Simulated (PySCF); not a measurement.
Gas-phase reaction: 4 AlOF + H2O → 2 AlF2OH + 2 Al + 3 O

Energies from PySCF (xtb for GFN2), thermal terms from the rigid-rotor harmonic-oscillator model, ideal gas at 1 bar. S°(298 K) at PBE0/def2-TZVP differs from the NASA 1993 table for AlOF (+8 J/mol/K); whether the harmonic model or the table's entry is off was not settled. † marks an energy on the PBE0/def2-TZVP geometry and frequencies; other levels use their own. CCSD(T) freezes the core. Open shells (unrestricted): Al (multiplicity 2, electronic degeneracy 6), O (multiplicity 3, electronic degeneracy 9); the rest are closed-shell singlets. GFN2 has no spin-polarisation term. Spin-orbit splitting is ignored; it lowers the true energy and changes the entropy of Al, O. AlF2OH: computed as isolated molecules; such fragments, hydroxides, amides, oligomers or adducts are transient or little studied in the gas. CCSD(T) isn't extrapolated to the basis-set limit; its ΔH°(298 K) is 859.1 kJ in def2-SVP and 1017.1 kJ in def2-TZVPP. The harmonic model lacks anharmonicity and excited electronic states, which grow with temperature; levels with a mode under 35 cm⁻¹ are left out. Warning, large T1 diagnostic: AlOF (CCSD(T)/def2-TZVPP†).

```json
[
 {"level": "CCSD(T)/def2-TZVPP†", "ΔE electronic, kJ": "1026", "ΔH°(298 K), kJ": "1017", "ΔS°(298 K), J/K": "244", "ΔG°(2000 K), kJ": "485"},
 {"level": "GFN2-xTB", "ΔE electronic, kJ": "2944", "ΔH°(298 K), kJ": "2933", "ΔS°(298 K), J/K": "269", "ΔG°(2000 K), kJ": "2342"},
 {"level": "HF/def2-TZVP†", "ΔE electronic, kJ": "111", "ΔH°(298 K), kJ": "103", "ΔS°(298 K), J/K": "244", "ΔG°(2000 K), kJ": "-430"},
 {"level": "M06-2X/def2-TZVP†", "ΔE electronic, kJ": "1020", "ΔH°(298 K), kJ": "1011", "ΔS°(298 K), J/K": "244", "ΔG°(2000 K), kJ": "479"},
 {"level": "PBE/def2-SVP", "ΔE electronic, kJ": "1173", "ΔH°(298 K), kJ": "1165", "ΔS°(298 K), J/K": "243", "ΔG°(2000 K), kJ": "634"},
 {"level": "PBE/def2-TZVP†", "ΔE electronic, kJ": "1222", "ΔH°(298 K), kJ": "1214", "ΔS°(298 K), J/K": "244", "ΔG°(2000 K), kJ": "682"},
 {"level": "PBE0/def2-QZVP†", "ΔE electronic, kJ": "1015", "ΔH°(298 K), kJ": "1007", "ΔS°(298 K), J/K": "244", "ΔG°(2000 K), kJ": "474"},
 {"level": "PBE0/def2-TZVP", "ΔE electronic, kJ": "1006", "ΔH°(298 K), kJ": "998", "ΔS°(298 K), J/K": "244", "ΔG°(2000 K), kJ": "465"},
 {"level": "ωB97M-V/def2-TZVP†", "ΔE electronic, kJ": "1064", "ΔH°(298 K), kJ": "1056", "ΔS°(298 K), J/K": "244", "ΔG°(2000 K), kJ": "523"}
]
```
ΔH° is lowest at HF/def2-TZVP† and highest at GFN2-xTB. No reference value is set beside these.
